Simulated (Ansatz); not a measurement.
Two shapes of singlet CF4.

Shape 1:

```xyz
5

C     0.0393   -0.0309   -0.0016
F     0.7939    0.7959    0.7572
F     0.7448   -0.7668   -0.7124
F    -0.7321    0.7442   -0.7985
F    -0.7794   -0.7377    0.8000
```

Shape 2:

```xyz
5

C     0.0000    0.0000    0.0000
F     0.8204    0.8204    0.8204
F     0.8204   -0.8204   -0.8204
F    -0.8204    0.8204   -0.8204
F    -0.8204   -0.8204    0.8204
```

Basis set: def2-TZVP (spherical functions). Frozen core: 5 orbitals. Charge 0, multiplicity 1.

Computed with Ansatz (development build ahead of 0.2.0); each method stands on the lowest determinant of its kind that the runs found.

Which shape is lower in energy, and by how much in each method?

```json
{"method": "RHF", "E(2) − E(1) (eV)": "1.434"}
{"method": "RHF-MP2", "E(2) − E(1) (eV)": "0.798"}
```

Shape 1 is lower. Caution: no unrestricted run beside it, a lower state can exist.
